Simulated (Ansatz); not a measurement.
# CH₄+ (quartet): the correlation ladder, cc-pVDZ

The task here is to estimate one member of a computed series from the others.

Computed with Ansatz 0.2.0, Gaussian basis. Level: cc-pVDZ, core rule «outside noble gas», up to 1 orbitals frozen.

To be run: UHF; CCSD(T) on ROHF; CCSD(T) on UHF; BCCD(T) on ROHF; CISD; CCSDT(Q) on ROHF; CCSDT(Q) on UHF; CASSCF and MRCISD+Q, 7 electrons in 8 orbitals; CASSCF and NEVPT2, 7 electrons in 8 orbitals.

13 further runs of the same task are left out: 1 for a mislabelled method, 3 that didn't finish, 9 set aside as unsound or not needed.

**What is computed**

The geometry is a PBE0/def2-TZVP stationary point (not a proven minimum) of the parent state, kept for this charge and spin.

5 atoms, charge 1, spin multiplicity 4.

Atoms are counted from 1 here; the program's logs count them from 0.

Bond lengths: C1–H2 1.120 Å, C1–H3 1.120 Å, C1–H4 1.120 Å, C1–H5 1.120 Å. Angles: H2–C1–H3 96.2°, H2–C1–H4 96.2°, H2–C1–H5 141.6°, H3–C1–H4 141.6°, H3–C1–H5 96.2°, H4–C1–H5 96.2°.

Set-up of the first run:

File in.yaml:

```yaml
crystal:
  periodic: [false, false, false]
  atoms:
    - {symbol: C, position_ang: [0.000000, 0.000000, 0.000000]}
    - {symbol: H, position_ang: [0.364650, 0.749992, 0.747980]}
    - {symbol: H, position_ang: [-0.374199, -0.745045, 0.748208]}
    - {symbol: H, position_ang: [-0.362222, 0.746225, -0.752912]}
    - {symbol: H, position_ang: [0.371770, -0.751172, -0.743276]}
basis:
  gaussian: {orbitals: cc-pVDZ}
total_charge: 1
magnetization: {spin_polarized: true, initial_magnetization: 3}
hamiltonian: {xc: hf}
output: {orbitals: {seedname: orbitals}}
```

Launch:

```bash
$ ansatz run in.yaml --threads 1 --pin off --events-out ev --progress --plain --max-ram 2393MiB
```

Steps of the session up to this table: UHF; CCSD(T) on ROHF; CCSD(T) on UHF; BCCD(T) on ROHF; CISD; CCSDT(Q) on ROHF; CCSDT(Q) on UHF; CASSCF and MRCISD+Q, 7 electrons in 8 orbitals; CASSCF and NEVPT2, 7 electrons in 8 orbitals.

One table of the session follows, with a row left open; its other results are not shown here.

It belongs to the step «Misses and costs». 

```
          method  from UCCSDT(Q) (meV)
            ROHF               +3822.2
             UHF               +3749.7
            RMP2                +769.0
            UMP2                +773.9
            CISD                +179.5
           RCCSD                +102.1
           UCCSD                     ?
        RCCSD(T)                 +22.1
        UCCSD(T)                 +21.0
         BCCD(T)                 +21.3
          RCCSDT                  +3.9
          UCCSDT                  +2.9
       RCCSDT(Q)                  +0.9
       UCCSDT(Q)                     0
  CASSCF valence               +2423.8
  NEVPT2 valence                +516.7
  MRCISD valence                +101.9
MRCISD+Q valence                 +21.4
```

**Question.** Estimate the row for UCCSD.

**Answer.** from UCCSDT(Q) (meV): +100.5. In the column «from UCCSDT(Q) (meV)» it lies between RCCSD(T) (+22.1) and MRCISD valence (+101.9).

Caveats from the session: Restricted and unrestricted rows rest on different reference determinants; where their highest levels disagree by more than a few hundredths of an eV, they describe different states and don't form one ladder.
